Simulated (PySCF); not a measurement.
Spin states of LiP

Unrestricted PBE0; Li def2-SVPD, P def2-SVPD; no relativity (PySCF 2.14). Outer shells of the fragments: Li 2s1; P 3s2 3p3.

Followed along the bond (rough minima from three points):

```csv
2Ms+1,unpaired,⟨S²⟩ at the start,R at minimum (Å),Te (eV)
3,π ↑↑,2.01,2.33,0.00
1,π ↑↓,1.01,2.33,0.33
3,"σ ↑, π ↑",2.01,2.19,0.70
1,"σ ↓, π ↑",1.01,2.20,1.04
1,none,0.00,2.31,1.43
```

Solutions found at the starting distance of 2.350 Å, counted from the lowest of them; the search is not exhaustive and high or unbound solutions are not listed, so other states can lie among these:

| 2Ms+1 | unpaired | term | E (eV) | ⟨S²⟩ | ⟨Lz²⟩ | μ (D) |
| --- | --- | --- | --- | --- | --- | --- |
| 3 | π ↑↑ | ³Σ⁻ | 0.00 | 2.01 | 0.00 | -6.61 |
| 1 | π ↑↓ | mixed | 0.33 | 1.01 | 2.02 | -6.55 |
| 3 | σ ↑, π ↑ | ³Π | 0.77 | 2.01 | 1.02 | -6.10 |
| 1 | σ ↓, π ↑ | mixed | 1.10 | 1.01 | 1.02 | -6.14 |
| 1 | none | mixed | 1.44 | 0.00 | 2.00 | -6.16 |
| 5 | σ ↑↑, π ↑↑ | ⁵Σ⁻ | 2.28 | 6.00 | 0.00 | 4.63 |
| 3 | σ ↑↑, π ↑↓ | mixed | 3.01 | 3.02 | 2.02 | 4.77 |
| 1 | σ ↓↓, π ↑↑ | mixed | 3.02 | 2.02 | 0.00 | 4.92 |
| 5 | σ ↑, π ↑↑↑ | ⁵Π | 3.43 | 6.00 | 1.00 | 1.23 |
| 3 | σ ↑, π ↑ | ³Π | 3.66 | 2.00 | 1.01 | 4.56 |
| 1 | σ ↓, π ↑ | mixed | 3.69 | 1.00 | 1.01 | 4.80 |
| 3 | σ ↑, π ↑↑↓ | mixed | 4.16 | 3.02 | 3.02 | 1.23 |
| 3 | σ ↑↑ | mixed | 4.27 | 2.00 | 2.00 | 4.81 |

A term symbol is given only where ⟨S²⟩ and ⟨Lz²⟩ are close to those of a pure state; real π, δ and φ orbitals otherwise mix terms. A positive dipole means Li(−)P(+).

Counting both spins, an empty level lies below a filled one in some of these solutions, because spin and occupation are held.
